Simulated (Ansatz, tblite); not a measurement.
Removing an electron: [B2H7]- (B₂H₇⁻). Charge -1, multiplicity 1. Geometry: PBE0-D4/def2-TZVPD. Ansatz, gas phase; energy differences of separate SCF runs; the oxidised species was run as a doublet alone.

Cartesian coordinates in Å:
```
B 0.038 1.132 -0.141
H -0.470 -0.046 -0.420
B -0.014 -1.130 0.163
H -0.277 1.617 -1.221
H -0.619 1.573 0.782
H 1.233 1.145 0.042
H 0.863 -1.555 -0.565
H -1.068 -1.742 0.043
H 0.314 -0.994 1.318
```

The xTB rows come from tblite.

Task: Estimate orbital energies and vertical ionisation energies at: GFN1-xTB; GFN2-xTB; r2SCAN-D4/def2-TZVPD; PBE0-D4/def2-TZVPD.

Result: 
```
               level  −HOMO (eV)  vertical IE (eV)  −LUMO (eV)  HOMO–LUMO gap (eV)
            GFN1-xTB        5.79              8.98       -2.11                7.90
            GFN2-xTB        4.94              8.01       -3.00                7.94
r2SCAN-D4/def2-TZVPD        1.98              4.94       -4.28                6.26
  PBE0-D4/def2-TZVPD        3.00              5.18       -3.83                6.83
```

Relaxing the oxidised species (PBE0-D4/def2-TZVPD) changes its energy by -1.59 eV at PBE0-D4/def2-TZVPD, so the adiabatic ionisation energy to this nearest minimum is 3.59 eV. On the way B1–B3 forms and B1–H9 forms.  Run but left out: PBE-D4/def2-TZVPD (neutral doublet: an occupied level 0.12 eV above an empty one).  Raw xTB energy differences between charge states are shifted by several eV; the methods need an empirical correction for them.
